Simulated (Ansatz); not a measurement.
# SiNH₅ (built from SMILES N.[SiH2]): a reaction path by the nudged elastic band

What path joins these two structures, and how high does it climb? Both ends were relaxed at PBE0-D4 in triple zeta.

Method: PBE0-D4/def2-SVP; program: Ansatz 0.2.0, Gaussian basis.

17 further runs of the same task are left out: 1 that didn't finish, 16 set aside as unsound or not needed.

**1. Starting geometry**

The first end: 7 atoms, charge 0, spin multiplicity 1.

Atoms are counted from 1 here; the program's logs count them from 0.

Bond lengths: Si1–N3 2.036 Å, Si1–H4 1.528 Å, Si1–H5 1.528 Å, H2–N3 1.014 Å, N3–H6 1.014 Å, N3–H7 1.014 Å. Angles: N3–Si1–H4 88.2°, N3–Si1–H5 88.2°, H4–Si1–H5 93.1°, Si1–N3–H2 110.0°, Si1–N3–H6 109.8°, Si1–N3–H7 112.0°, H2–N3–H6 107.8°, H2–N3–H7 108.6°, H6–N3–H7 108.5°.

Geometry (Å):

```mol
H5NSi
  3D, bonds by distance, orders not assigned

  7  6  0  0  0  0  0  0  0  0999 V2000
    0.0917   -0.1767    1.3481 Si  0  0
   -0.1765   -1.1619   -1.0067 H   0  0
    0.2034   -0.2792   -0.6825 N   0  0
   -1.4108    0.0643    1.2055 H   0  0
    0.4255    1.3109    1.2419 H   0  0
    1.1728   -0.2324   -0.9769 H   0  0
   -0.3060    0.4750   -1.1293 H   0  0
  1  3  8  0
  1  4  8  0
  1  5  8  0
  2  3  8  0
  3  6  8  0
  3  7  8  0
M  END
```

The second end:

| atom | x (Å) | y (Å) | z (Å) |
| --- | --- | --- | --- |
| Si1 | -0.10516 | -0.16641 | 0.62919 |
| H2 | 0.34662 | -1.55744 | 0.89077 |
| N3 | 0.05663 | 0.13342 | -1.05685 |
| H4 | -1.53907 | -0.00939 | 0.98519 |
| H5 | 0.67726 | 0.73178 | 1.53108 |
| H6 | 0.92142 | -0.09150 | -1.52187 |
| H7 | -0.35769 | 0.95954 | -1.45751 |

**2. The band at PBE0-D4/def2-SVP**

neb/in.yaml reads:

```yaml
crystal:
  periodic: [false, false, false]
  atoms:
    - {symbol: Si, position_ang: [0.091656, -0.176688, 1.348086]}
    - {symbol: H, position_ang: [-0.176533, -1.161940, -1.006722]}
    - {symbol: N, position_ang: [0.203354, -0.279213, -0.682549]}
    - {symbol: H, position_ang: [-1.410770, 0.064309, 1.205503]}
    - {symbol: H, position_ang: [0.425496, 1.310897, 1.241873]}
    - {symbol: H, position_ang: [1.172803, -0.232356, -0.976887]}
    - {symbol: H, position_ang: [-0.306004, 0.474991, -1.129304]}
basis:
  gaussian: {orbitals: def2-SVP}
hamiltonian: {xc: pbe0, dispersion: d4}
neb:
  images: 5
  climbing: true
  max_iterations: 40
  initial_path: idpp
  final_atoms:
    - {symbol: Si, position_ang: [-0.105165, -0.166409, 0.629190]}
    - {symbol: H, position_ang: [0.346616, -1.557444, 0.890767]}
    - {symbol: N, position_ang: [0.056633, 0.133422, -1.056848]}
    - {symbol: H, position_ang: [-1.539072, -0.009388, 0.985189]}
    - {symbol: H, position_ang: [0.677264, 0.731778, 1.531084]}
    - {symbol: H, position_ang: [0.921418, -0.091503, -1.521870]}
    - {symbol: H, position_ang: [-0.357692, 0.959544, -1.457512]}
```

Started as:

```
> ansatz run in.yaml --threads 2 --pin off --events-out ev --progress --plain --max-ram 4352MiB
```

What does the calculation give? Wanted: from earlier runs: barrier over the separately found saddle, CCSD(T)/def2-TZVPP.

As calculated:

| quantity | value |
| --- | --- |
| PBE0-D4/def2-SVP, 11 iterations | highest 37.1 kcal/mol (image 3), last end -31.1 kcal/mol |
| from earlier runs: barrier over the separately found saddle, CCSD(T)/def2-TZVPP | 39.4 kcal/mol |

What this shows: The highest image lies 37.1 kcal/mol above the first end, and it climbed, so it estimates the saddle. The ends are not quite minima at this level (largest force component 0.25 eV/Å), so the heights are unreliable: relaxing the first end would lower it and raise the barrier above it. The highest image is 2.3 kcal/mol below the CCSD(T) barrier in triple zeta, which comes from separate runs on the saddle.
